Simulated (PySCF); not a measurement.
CHCl3, SMILES ClC(Cl)Cl. Heavy atoms are numbered as in [Cl:1][CH:2]([Cl:3])[Cl:4]. Hydrogens are named by the atom that carries them.

Coordinates come from a TPSSh-D3(BJ)/def2-SVP optimisation.

All values below come from PBE/pcSseg-2 in PySCF.

GIAO shieldings, no solvent; atoms alike by connectivity are averaged. δ = σ(ref) − σ: ³⁵Cl against HCl (σ = 936.5 ppm); ¹³C against TMS (σ = 181.4 ppm); ¹H against TMS (σ = 31.47 ppm), references at their B3LYP-D3(BJ)/def2-TZVP geometries, non-relativistic (without spin–orbit terms, shifts of atoms bonded to Cl or Br come out too high).

Computed chemical shifts:
```json
[
 {"nucleus": "³⁵Cl", "atoms": "Cl1", "count": "3", "δ (ppm)": "452.1"},
 {"nucleus": "¹³C", "atoms": "C2 (CH)", "count": "1", "δ (ppm)": "118.3"},
 {"nucleus": "¹H", "atoms": "H on C2", "count": "1", "δ (ppm)": "8.16"}
]
```
